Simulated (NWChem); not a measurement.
Program: NWChem. System: NO, charge 0, spin multiplicity 2, at a geometry optimised with UPBE0/def2-SVP. The structure started from a generated list of species. Its SCF solution wasn't tested for a lower state. Level: UMP2/6-311G** (spherical d), 2 core orbitals frozen.

Part of the output:

```
             Northwest Computational Chemistry Package (NWChem) 7.3.0
             --------------------------------------------------------

                                NWChem Input Module
                                -------------------

 Scaling coordinates for geometry "geometry" by  1.889725989
 (inverse scale =  0.529177249)

 Turning off AUTOSYM since
 SYMMETRY directive was detected!

                             Geometry "geometry" -> ""
                             -------------------------

 Output coordinates in angstroms (scale by  1.889725989 to convert to a.u.)

  No.       Tag          Charge          X              Y              Z
 ---- ---------------- ---------- -------------- -------------- --------------
    1 N                    7.0000     0.00000000     0.00000000     0.60926500
    2 O                    8.0000     0.00000000     0.00000000    -0.53310700

 Effective nuclear repulsion energy (a.u.)      25.9406970269

            Nuclear Dipole moment (a.u.)
            ----------------------------
        X                 Y               Z
 ---------------- ---------------- ----------------
     0.0000000000     0.0000000000    -0.0000018897

      Symmetry information
      --------------------

 Group name             C2v
 Group number             16
 Group order               4
 No. of unique centers     2

      Symmetry unique atoms

     1    2


 Summary of "ao basis" -> "" (spherical)
 ------------------------------------------------------------------------------
       Tag                 Description            Shells   Functions and Types
 ---------------- ------------------------------  ------  ---------------------
 *                          6-311g**                  on all atoms

 Summary of "ao basis" -> "ao basis" (spherical)
 ------------------------------------------------------------------------------
       Tag                 Description            Shells   Functions and Types
 ---------------- ------------------------------  ------  ---------------------
 N                          6-311g**                 8       18   4s3p1d
 O                          6-311g**                 8       18   4s3p1d

                                 NWChem SCF Module
                                 -----------------

  ao basis        = "ao basis"
  functions       =    36
  atoms           =     2
  alpha electrons =     8
  beta  electrons =     7
  charge          =   0.00
[...]
     2   0 2 0     -7.832145     -4.483408     -3.348737      0.000000
     2   0 1 1      0.000000     -0.000000      0.000000      0.000000
     2   0 0 2     -8.460040    -13.876278    -11.982171     17.398409

                   NWChem MP2 Semi-direct Energy/Gradient Module
                   ---------------------------------------------

  Basis functions       =     36
  Molecular orbitals    =     36
  Frozen core           =      2
  Frozen virtuals       =      0
  Active alpha occupied =      6
  Active beta occupied  =      5
  Active alpha virtual  =     28
  Active beta virtual   =     29
  Use MO symmetry       = T
  Use skeleton AO sym   = T

  AO/Fock/Back tols     =   1.0D-09  1.0D-09  1.0D-09

 GA uses MA = F    GA memory limited = T

 Available:
  local mem=  1.26D+08
 global mem=  1.44D+08
 local disk=  0.00D+00
  mp2_memr nvloc                    28
  nvloc new                    28
   1 passes of   6:        2097152                       6927                    382690.
   1 passes of   6: M    126154885           G      144176608           F     124057733.

 Semi-direct pass number   1 of   1  for UHF alpha       at        0.3s
  vrange nnbf                   666
  mp2_eaftype                    10  avail_ma_in_mb                  1099
 EAF : mp2_eaftype filesize          10     191345.
  mp2_eaf for mointskh                     10
Node 0 wrote      0.9 Mb in      0.0 s     Agg I/O rate:  1772.3 Mb/s
 Done moints_semi at        0.5s
  mp2_eaftype                    10  avail_ma_in_mb                  1089
 EAF : mp2_eaftype filesize          10     191345.
  mp2_eaf for kh                    10
 Done maket at        0.5s
 Done multipass loop at        0.5s

 GA uses MA = F    GA memory limited = T

 Available:
  local mem=  1.26D+08
 global mem=  1.44D+08
 local disk=  0.00D+00
  mp2_memr nvloc                    29
  nvloc new                    29
   1 passes of   5:        2097152                       6341                    330609.
   1 passes of   5: M    126154885           G      144176608           F     124057733.

 Semi-direct pass number   1 of   1  for UHF beta        at        0.5s
  vrange nnbf                   666
  mp2_eaftype                    10  avail_ma_in_mb                  1099
 EAF : mp2_eaftype filesize          10     165305.
  mp2_eaf for mointskh                     10
Node 0 wrote      0.8 Mb in      0.0 s     Agg I/O rate:  1832.6 Mb/s
 Done moints_semi at        0.7s
  mp2_eaftype                    10  avail_ma_in_mb                  1089
 EAF : mp2_eaftype filesize          10     165305.
  mp2_eaf for kh                    10
 Done maket at        0.7s
 Done multipass loop at        0.7s

          -------------------------------------------
          SCF energy                -129.281595658581
          Correlation energy          -0.337459040542
          Singlet pairs                0.000000000000
          Triplet pairs                0.000000000000
          Total MP2 energy          -129.619054699123
          -------------------------------------------

          ---------------------------------------------------
                    Spin Component Scaled (SCS) MP2
          Same spin pairs                     -0.092077180024
          Same spin scaling factor             0.333333333333
          Opposite spin pairs                 -0.245381860518
          Opposite spin scaling fact.          1.200000000000
          SCS-MP2 correlation energy          -0.325150625963
          Total SCS-MP2 energy              -129.606746284544
          ---------------------------------------------------

 -----------------------
 Performance information
 -----------------------

 Timer overhead =  2.12D-07 seconds/call

               Nr. of calls         CPU time (s)                 Wall time (s)                GFlops
             ---------------    -------------------     ------------------------------   -------------------
Name         Min   Avg   Max    Min     Avg     Max     Min     Avg     Max   Mx/calls   Min     Max     Sum
mp2: moin     2     2     2   0.31    0.31    0.31     0.31    0.31    0.31    0.15      0.0     0.0     0.0
mp2: make     2     2     2   2.46E-2 2.46E-2 2.46E-2  2.46E-2 2.46E-2 2.46E-2 1.23E-2   0.0     0.0     0.0
mp2: tota     1     1     1   0.37    0.37    0.37     0.37    0.37    0.37    0.37      0.0     0.0     0.0

 The average no. of pstat calls per process was 5.00D+00
 with a timing overhead of 1.06D-06s

 Task  times  cpu:        0.6s     wall:        0.6s

 Total times  cpu:        0.7s     wall:        0.7s
```

Q: Write an NWChem input that would produce this output.

A: Several could match; the one computed here: 
```
start mol
memory heap 200 mb stack 900 mb global 1100 mb
geometry units angstroms nocenter noautoz
  N      0.000000     0.000000     0.609265
  O      0.000000     0.000000    -0.533107
  symmetry group C2v
end
basis spherical
  * library 6-311g**
end
scf
  uhf
  nopen 1
  maxiter 100
  thresh 1e-7
  semidirect memsize 60000000 filesize 0
  # guess.movecs holds the orbitals of an unrestricted PBE0 run
  vectors input guess.movecs output mol.movecs
end
mp2
  freeze core 2
end
task mp2 energy
```
